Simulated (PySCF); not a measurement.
First SCF of a structure search on doublet NO₂, at a hand-made bent geometry. PySCF input:

```python
from pyscf import gto, scf, dft
mol = gto.M(atom='''
N      0.000000     0.000000     0.000000
O      0.958400     0.000000     0.671100
O     -0.958400     0.000000     0.671100''',
    basis={'N': 'def2-TZVP', 'O': 'def2-TZVP'},
    charge=0, spin=1)
mf = dft.UKS(mol, xc='B3LYP')
mf.grids.atom_grid = (50, 194)
aux = {'N': 'def2-universal-JKFIT', 'O': 'def2-universal-JKFIT'}
mf = mf.density_fit(auxbasis=aux)
mf.conv_tol = 1e-08
mf.diis_space = 10
mf.max_cycle = 60
mf.init_guess = 'minao'
mf.verbose = 4
mf.kernel()
```

Excerpt of the output (cycles alone):

```
init E= -205.873494214869
cycle= 1 E= -204.917492439479  delta_E= 0.956  |g|= 0.754  |ddm|= 1.31
cycle= 2 E= -204.319664082149  delta_E= 0.598  |g|= 1.56  |ddm|= 1.03
cycle= 3 E= -205.11533963748  delta_E= -0.796  |g|= 0.0547  |ddm|= 0.695
cycle= 4 E= -205.116239652599  delta_E= -0.0009  |g|= 0.0169  |ddm|= 0.0389
cycle= 5 E= -205.116343214474  delta_E= -0.000104  |g|= 0.00288  |ddm|= 0.0118
cycle= 6 E= -205.116348108532  delta_E= -4.89e-06  |g|= 0.00142  |ddm|= 0.00363
cycle= 7 E= -205.116349125369  delta_E= -1.02e-06  |g|= 0.000299  |ddm|= 0.00148
cycle= 8 E= -205.116349198155  delta_E= -7.28e-08  |g|= 8.94e-05  |ddm|= 0.00036
cycle= 9 E= -205.116349208551  delta_E= -1.04e-08  |g|= 2.19e-05  |ddm|= 0.000171
cycle= 10 E= -205.116349209327  delta_E= -7.75e-10  |g|= 5.75e-06  |ddm|= 3.73e-05
Extra cycle  E= -205.116349209338  delta_E= -1.14e-11  |g|= 8.53e-06  |ddm|= 7.6e-06
converged SCF energy = -205.116349209338  <S^2> = 0.75446785  2S+1 = 2.0044629
```

No lower solution of this spin was found by a stability analysis within the unrestricted form.

The search for the lowest solution, with the stability check, took 2.5 s on 4 threads of a shared Arm Neoverse V1 host, with 93 basis functions; the process peaked at 0.32 GiB. Launch command: `OMP_NUM_THREADS=4 python axn.py task.json out`.
